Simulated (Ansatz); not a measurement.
**C2H4FO: harmonic frequencies at the relaxed geometry, by script**

The task is harmonic frequencies at the relaxed geometry, for C2H4FO. SMILES: [CH2]OCF.

Program: Ansatz 0.2.0, driven from Python. Level of theory: PBE0/cc-pVDZ. These are calculated values, not measurements.

## (1) The system

Bond lengths: C1–O2 1.345 Å, O2–C3 1.406 Å, C3–F4 1.382 Å, C1–H5 1.057 Å, C1–H6 1.156 Å, C3–H7 1.071 Å, C3–H8 1.160 Å. Angles: C1–O2–C3 110.6°, O2–C1–H5 122.1°, O2–C1–H6 110.7°, H5–C1–H6 121.4°, O2–C3–F4 111.3°, O2–C3–H7 111.9°, O2–C3–H8 111.0°, F4–C3–H7 110.7°, F4–C3–H8 103.5°, H7–C3–H8 108.0°.

c2h4fo.xyz, read by the script:

```xyz
8

C    -0.14680    1.24130   -0.16490
O    -0.79730    0.14570    0.26530
C     0.05920   -0.96890    0.26450
F     0.54680   -1.22540   -1.00250
H     0.67210    1.18370   -0.83040
H    -0.84250    2.16430   -0.14510
H    -0.41550   -1.83890    0.67120
H     1.01620   -0.75900    0.88620
```

## (2) The code

run_freq.py

```python
"""Vibrations of C2H4FO."""

from dataclasses import dataclass
import warnings

import ansatz as az
import numpy as np


@dataclass
class RunConfig:
    basis_set: str = "cc-pVDZ"
    functional: str = "pbe0"


settings = RunConfig()


def main() -> None:
    warnings.simplefilter("ignore", az.DeckWarning)

    geometry = az.Crystal.molecule_from_extxyz("c2h4fo.xyz")

    setup = (
        geometry.calculation()
        .basis(gaussian=settings.basis_set)
        .functional(settings.functional)
        .spin("collinear", total=1)
    )
    symbols = [site.symbol for site in geometry.cartesian_sites]
    start = np.array([site.position_ang for site in geometry.cartesian_sites], dtype=float)
    summary = setup.relax(force_tolerance=0.003).run(threads=1, backend="cpu").report
    end = np.array(summary["positions_ang"])

    print("final positions (A) and the move of each atom")
    for symbol, xyz, old in zip(symbols, end, start):
        print(f"{symbol:2s} {xyz[0]:10.5f} {xyz[1]:10.5f} {xyz[2]:10.5f}   {np.linalg.norm(xyz - old):7.4f}")

    # frequencies need a stationary point, so they are taken at the relaxed geometry
    minimum = az.Crystal.molecule()
    for symbol, place in zip(symbols, end):
        minimum = minimum.atom(symbol, place.tolist())
    vibrating = (
        minimum.calculation()
        .basis(gaussian=settings.basis_set)
        .functional(settings.functional)
        .spin("collinear", total=1)
        .phonons(temperatures=(298.15, 498.15, 100))
    )
    vib = vibrating.run(threads=1, backend="cpu").report["vibrations"]
    sums = vib["harmonic_sums"]
    modes = [m["omega_inv_cm"] for m in sums["modes_at_gamma"] if m["rigid_motion"] == "no"]
    for number, w in enumerate(modes, start=1):
        print(f"mode {number:2d} {w:9.1f} 1/cm {w / 8065.544 * 1000:8.2f} meV")
    print("imaginary modes:", sum(w < 0 for w in modes), " zero-point energy:", round(sums["zero_point_energy_ev"], 4), "eV")
    print("T (K)   F_vib (eV)   S_vib (meV/K)   C_vib (meV/K)")
    for row in zip(sums["temperatures_k"], sums["vibrational_free_energy_ev"], vib["entropy_ev_per_k"], vib["heat_capacity_ev_per_k"]):
        print(f"{row[0]:6.1f} {row[1]:11.4f} {1000 * row[2]:13.4f} {1000 * row[3]:15.4f}")


if __name__ == "__main__":
    main()
```

## (3) The calls as engine input

The engine receives this input (first run):

```yaml
crystal:
  periodic: [false, false, false]
  atoms:
    - { symbol: C, position_ang: [-0.1468, 1.2413, -0.1649] }
    - { symbol: O, position_ang: [-0.7973, 0.1457, 0.2653] }
    - { symbol: C, position_ang: [0.0592, -0.9689, 0.2645] }
    - { symbol: F, position_ang: [0.5468, -1.2254, -1.0025] }
    - { symbol: H, position_ang: [0.6721, 1.1837, -0.8304] }
    - { symbol: H, position_ang: [-0.8425, 2.1643, -0.1451] }
    - { symbol: H, position_ang: [-0.4155, -1.8389, 0.6712] }
    - { symbol: H, position_ang: [1.0162, -0.759, 0.8862] }
basis:
  gaussian:
    orbitals: cc-pVDZ
hamiltonian:
  xc: pbe0
magnetization:
  spin_polarized: true
  initial_magnetization: 1.0
relax:
  f_tol: 0.003
```

## (4) Running it

On the command line:

```bash
$ python run_freq.py
```

Log:

```text
final positions (A) and the move of each atom
C    -0.16452    1.29101   -0.12913    0.0637
O    -0.74811    0.11644    0.24038    0.0624
C     0.10762   -0.96950    0.26418    0.0484
F     0.50977   -1.30013   -1.00654    0.0835
H     0.70145    1.24306   -0.79473    0.0752
H    -0.86849    2.12134   -0.16761    0.0550
H    -0.46137   -1.81011    0.68475    0.0558
H     1.01586   -0.74929    0.85300    0.0346
mode  1     141.4 1/cm    17.54 meV
mode  2     253.1 1/cm    31.39 meV
mode  3     385.9 1/cm    47.84 meV
mode  4     576.7 1/cm    71.50 meV
mode  5     626.4 1/cm    77.66 meV
mode  6    1036.9 1/cm   128.56 meV
mode  7    1077.1 1/cm   133.54 meV
mode  8    1118.0 1/cm   138.62 meV
mode  9    1217.0 1/cm   150.89 meV
mode 10    1281.7 1/cm   158.91 meV
mode 11    1311.5 1/cm   162.61 meV
mode 12    1424.4 1/cm   176.60 meV
mode 13    1463.1 1/cm   181.40 meV
mode 14    1495.9 1/cm   185.47 meV
mode 15    3048.2 1/cm   377.93 meV
mode 16    3152.8 1/cm   390.90 meV
mode 17    3155.9 1/cm   391.28 meV
mode 18    3308.5 1/cm   410.20 meV
imaginary modes: 0  zero-point energy: 1.6164 eV
T (K)   F_vib (eV)   S_vib (meV/K)   C_vib (meV/K)
 298.1      1.5814        0.2927          0.3852
 398.1      1.5456        0.4247          0.5337
 498.1      1.4964        0.5592          0.6686
```

Run time: 2 min. Hardware: 1 thread of Intel Xeon Platinum 8375C at 2.90GHz (Ice Lake), shared host; peak memory 0.27 GiB.

## (5) Inputs of later runs

The engine's inputs for the other runs:

Run 2, against run 1:

```diff
@@ -4,8 +4,8 @@
-    - { symbol: C, position_ang: [-0.1468, 1.2413, -0.1649] }
-    - { symbol: O, position_ang: [-0.7973, 0.1457, 0.2653] }
-    - { symbol: C, position_ang: [0.0592, -0.9689, 0.2645] }
-    - { symbol: F, position_ang: [0.5468, -1.2254, -1.0025] }
-    - { symbol: H, position_ang: [0.6721, 1.1837, -0.8304] }
-    - { symbol: H, position_ang: [-0.8425, 2.1643, -0.1451] }
-    - { symbol: H, position_ang: [-0.4155, -1.8389, 0.6712] }
-    - { symbol: H, position_ang: [1.0162, -0.759, 0.8862] }
+    - { symbol: C, position_ang: [-0.16451532413307576, 1.2910053681424043, -0.12912851884959214] }
+    - { symbol: O, position_ang: [-0.7481088147087125, 0.11643887419825422, 0.24038030786623238] }
+    - { symbol: C, position_ang: [0.10761588507951085, -0.9695029273426838, 0.2641831659940556] }
+    - { symbol: F, position_ang: [0.509771274736486, -1.3001324418016786, -1.0065434171931409] }
+    - { symbol: H, position_ang: [0.7014450184267897, 1.2430565648393348, -0.7947267919876636] }
+    - { symbol: H, position_ang: [-0.868492132536544, 2.121337348476783, -0.16760867877835042] }
+    - { symbol: H, position_ang: [-0.4613729096393843, -1.8101084106857843, 0.6847486997765527] }
+    - { symbol: H, position_ang: [1.01585700277493, -0.7492943758266299, 0.8529952331719064] }
@@ -20,2 +20,5 @@
-relax:
-  f_tol: 0.003
+phonons:
+  temperatures:
+    t_min: 298.15
+    t_max: 498.15
+    t_step: 100.0
```

Lines on the test bed's own set-up are left out of the output.

A comment line of the script is reworded here; the code is as run.

## (6) The engine's runs

The 2 runs, in the order started:

| run | kind of run | energy from run 2 (eV) | <S²> | SCF cycles in all | CPU time (s) |
| --- | --- | --- | --- | --- | --- |
| 1 | relaxation | 0.0000 | 0.75 | 73 | 24 |
| 2 | phonons | 0.0000 | 0.75 | 304 | 95 |

## (7) Path of the relaxation of run 1

Step by step:

```csv
step,E - E(step 1) (eV),largest force component (eV/Å)
1,0.0000,2.9204
2,-0.2339,0.9326
3,-0.2565,0.1239
4,-0.2576,0.0442
5,-0.2579,0.0110
6,-0.2580,0.0098
7,-0.2580,0.0020
```

Step 1 is the start.

Before: Bond lengths: C1–O2 1.345 Å, O2–C3 1.406 Å, C3–F4 1.382 Å, C1–H5 1.057 Å, C1–H6 1.156 Å, C3–H7 1.071 Å, C3–H8 1.160 Å. Angles: C1–O2–C3 110.6°, O2–C1–H5 122.1°, O2–C1–H6 110.7°, H5–C1–H6 121.4°, O2–C3–F4 111.3°, O2–C3–H7 111.9°, O2–C3–H8 111.0°, F4–C3–H7 110.7°, F4–C3–H8 103.5°, H7–C3–H8 108.0°.

After: Bond lengths: C1–O2 1.363 Å, O2–C3 1.383 Å, C3–F4 1.373 Å, C1–H5 1.093 Å, C1–H6 1.089 Å, C3–H7 1.099 Å, C3–H8 1.105 Å. Angles: C1–O2–C3 114.6°, O2–C1–H5 117.8°, O2–C1–H6 112.9°, H5–C1–H6 121.6°, O2–C3–F4 110.8°, O2–C3–H7 106.7°, O2–C3–H8 111.2°, F4–C3–H7 108.8°, F4–C3–H8 107.5°, H7–C3–H8 112.0°.

## (8) Vibrations

Frequencies (cm⁻¹; negative: imaginary): 141, 253, 386, 577, 626, 1037, 1077, 1118, 1217, 1282, 1312, 1424, 1463, 1496, 3048, 3153, 3156, 3309.

## (9) Outcome

| quantity | value |
| --- | --- |
| runs compared | 2 |
| moves of the relaxation of run 1 | 6 |
| energy gained in run 1 | 0.258 eV |
| last largest force component of run 1 | 0.0020 eV/Å |
| highest frequency | 3309 cm⁻¹ |
| imaginary modes | 0 |
| zero-point energy | 1.616 eV |

Run 1: After 6 moves the largest shift is 0.084 Å, of atom 4 (F). All frequencies are real, so the geometry is a minimum. The values are harmonic; measured fundamentals also hold anharmonic shifts, mostly downward for stretches. The frequencies are harmonic and unscaled, in a modest basis. The result belongs to the one conformer reached from this start, and soft torsions count as harmonic oscillators. The species is open-shell (spin multiplicity 2).
